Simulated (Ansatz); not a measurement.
## Two structures, one formula

Two relaxed structures of CH7NSi, closed shell (PBE0-D4/def2-TZVP; forces vanish, vibrations not checked).

A:

N1  (-1.312, 0.539, -0.529)
C2  (0.138, 0.590, -0.374)
Si3  (0.708, -0.751, 0.820)
H4  (-1.600, -0.341, -0.937)
H5  (-1.642, 1.274, -1.142)
H6  (0.411, 1.552, 0.072)
H7  (0.710, 0.512, -1.312)
H8  (0.215, -2.076, 0.346)
H9  (0.178, -0.508, 2.186)
H10  (2.195, -0.790, 0.870)
(Å)

B:

N1  (0.744, -0.566, 0.758)
C2  (0.341, 0.360, -0.376)
Si3  (-1.624, 0.306, -0.325)
H4  (-1.880, -0.471, -1.603)
H5  (-1.881, 1.699, -0.854)
H6  (0.704, 1.350, -0.100)
H7  (0.869, 0.017, -1.267)
H8  (0.684, -1.535, 0.446)
H9  (-0.024, -0.457, 1.455)
H10  (1.670, -0.406, 1.160)
(Å)

Program: Ansatz 0.2.0. Basis: def2-TZVPP. Cores are frozen in the correlated methods. B3LYP uses VWN-RPA correlation.

Question: Which structure is lower at CCSD(T), and by how much? (Judge from chemistry; the value comes from the calculation.)

Answer: Computed: A, by 49.47 kcal/mol (electronic energy, against the other). By their contacts, A is CH₇NSi ([NH2][CH2][SiH3]) and B is CH₇NSi ([NH3][CH2][SiH2]).

All methods give the same order:

```tsv
method	E(B) − E(A) (kcal/mol)
PBE-D4	43.48
r2SCAN-D4	47.97
PBE0-D4	46.61
B3LYP-D4	48.43
wB97M-V	48.85
HF	56.48
MP2	51.51
CCSD	50.80
CCSD(T)	49.47
```

No T1 diagnostic of these runs exceeds 0.014.

Labels in which every atom is bracketed show which atoms are joined, not bond orders.

For scale, one of the runs: CCSD(T)/def2-TZVPP, 202 basis functions, launched by `ansatz run in.yaml --threads 2 --pin off --events-out ev --progress --plain --max-ram 4352MiB`. The run took 52 s on 2 CPU threads of an Arm Neoverse V2 (shared host), with 2.5 GiB of host memory at its peak.
